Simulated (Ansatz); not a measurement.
# Polycrystal shear modulus of diamond-structure Si at several levels of theory

No measured value is used here.

| level (code) | value (GPa) | cell (Å³/atom) |
|---|---|---|
| LDA (Ansatz) | 63.1 | 19.70 |
| PBE (Ansatz) | 62.3 | 20.46 |
| r²SCAN (Ansatz) | 68.6 | 20.17 |
| HSE06 (Ansatz) | 68.5 | 20.12 |
| r²SCAN0 (Ansatz) | (withheld) | 19.97 |
| Hartree–Fock (Ansatz) | (withheld) | 20.86 |

Q: Fill in the missing entries.

A: 
- r²SCAN0 (Ansatz, a program for electronic structure), value (GPa): 72.4
- Hartree–Fock (Ansatz), value (GPa): 84.9

Each level is taken at its own relaxed cell. Cutoffs and k meshes differ between the levels. Ansatz's density-functional and Hartree–Fock values are scalar-relativistic unless marked +SOC, with PAW data made under PBE.
